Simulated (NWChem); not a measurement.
Species: CHO cation

```xyz
3

C      0.0000     0.0000    -0.5086
O      0.0000     0.0000     0.5958
H      0.0000     0.0000    -1.6198
```
Atoms are numbered in this order, from 1.

Structure relaxed at the PBE0/def2-SVP level.

Q: List the 4 lowest vertical singlet excitations from CAM-B3LYP/def2-SVP, TDA (NWChem).

A: 
| state | energy (eV) | oscillator strength | leading excitation (squared amplitude) |
|---|---|---|---|
| S1 | 9.52 | 0.000 | HOMO−1 → LUMO (0.50) |
| S2 | 9.95 | 0.000 | HOMO−1 → LUMO+1 (0.50) |
| S3 | 9.95 | 0.000 | HOMO−1 → LUMO (0.50) |
| S4 | 11.74 | 0.004 | HOMO−2 → LUMO (0.99) |
